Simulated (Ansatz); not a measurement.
The cluster Si3. The state is a triplet with charge 0. Geometry PBE-D4/def2-TZVPD, that of the charge -1 doublet.

```xyz
3

Si   -0.405    0.209   -1.296
Si    0.123    0.982    0.953
Si    0.283   -1.191    0.343
```

The structure comes from a short search, and lower isomers may exist.

(1) Estimate the α-spin orbital energies around the gap (eV) in Ansatz with PBE-D4/def2-TZVPD, r2SCAN-D4/def2-TZVPD, PBE0-D4/def2-TZVPD.

## Answers

(1) 
```tsv
orbital	PBE-D4/def2-TZVPD	r2SCAN-D4/def2-TZVPD	PBE0-D4/def2-TZVPD
HOMO−5	-10.31	-10.74	-11.78
HOMO−4	-9.86	-10.31	-11.31
HOMO−3	-6.27	-6.48	-7.22
HOMO−2	-6.20	-6.45	-7.06
HOMO−1	-5.71	-6.00	-6.69
HOMO	-5.35	-5.62	-6.27
LUMO	-3.16	-3.05	-2.41
LUMO+1	-2.83	-2.74	-2.10
LUMO+2	-1.09	-0.91	-0.41
LUMO+3	-0.65	-0.29	0.00
LUMO+4	-0.47	0.00	0.11
LUMO+5	0.05	0.55	0.57
β HOMO	-5.63	-5.75	-6.41
β LUMO	-4.72	-4.61	-3.98
```
